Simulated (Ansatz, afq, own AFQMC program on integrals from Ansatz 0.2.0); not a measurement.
AFQMC, coupled cluster and functionals along a coordinate of GeH4 + N, quartet

```xyz
6

Ge   -0.4599    0.0000    0.0000
H    -0.9713    1.4466    0.0000
H    -0.9713   -0.7233    1.2528
H    -0.9713   -0.7233   -1.2528
H     1.1871    0.0000    0.0000
N     2.5091    0.0000    0.0000
```

A hydrogen atom is moved from one rigid fragment to the other; the Ge1–H5 distance tells how far. The two fragments are held close together, so this isn't a minimum-energy path and the start is a compressed complex. Energies in mEh count from this geometry (1.647 Å) at the same level; the start stands on UHF, each point on the determinant named.

Basis cc-pVTZ. Only valence electrons are correlated. Integrals, coupled cluster, full CI and functionals: Ansatz 0.2.0; the random walks run on the same integrals in our own AFQMC program. ph-AFQMC/CISD is guided by a CISD state made of CCSD amplitudes; releasing the constraint for a short imaginary time cuts its bias at the price of noise, slowly where states lie close. ± is one standard error of the sampling. No spin–orbit coupling.

Cautions, each for one point or more: inner d shell frozen; lower spins were not checked; no relativity below Rb; no spin-orbit coupling; the ph-AFQMC/CISD walk drifts between its halves.

| r(Ge1–H5) / Å | det. | T1 | weight | ⟨S²⟩ | CCSD(T) | ph-AFQMC/CISD | released AFQMC | B2PLYP | wB97M-V |
| --- | --- | --- | --- | --- | --- | --- | --- | --- | --- |
| 1.760 | UHF | 0.017 | 0.87 | 3.80 | -0.4 | -0.1 ± 0.3 | -0.4 ± 0.3 | -1.6 | -2.0 |
| 1.816 | UHF | 0.016 | 0.87 | 3.79 | -1.5 | -1.3 ± 0.2 | -1.9 ± 0.3 | -3.1 | -3.8 |
| 1.929 | UHF | 0.014 | 0.88 | 3.78 | -2.1 | -1.9 ± 0.3 | -1.9 ± 0.3 | -3.7 | -4.8 |

Weight is that of the determinant in the CISD state; at the start T1 is 0.017 and the weight 0.87, and ⟨S²⟩ is 3.79. Largest departures from phaseless AFQMC with a CISD trial: CCSD(T) -0.3 mEh at 1.760 (on UHF) (within the noise), released AFQMC -0.5 mEh at 1.816 (on UHF) (within the noise), B2PLYP -1.8 mEh at 1.929, wB97M-V -2.9 mEh at 1.929. The walk's constraint bias lies outside its error bars, so these are departures and not errors. Functionals count only at points shown to share the start's state and spin.

Some points may be missing: those where a free walk finds a much lower state, and past Zn most of those on another determinant than at the start.

A walk keeps the symmetry of its determinant, which the program's search chose and which needn't be the lowest solution, so a lower state of the same spin and another symmetry isn't excluded. Released energies are given only where the last usable release times agree within the noise; a slower fall can still hide under it.
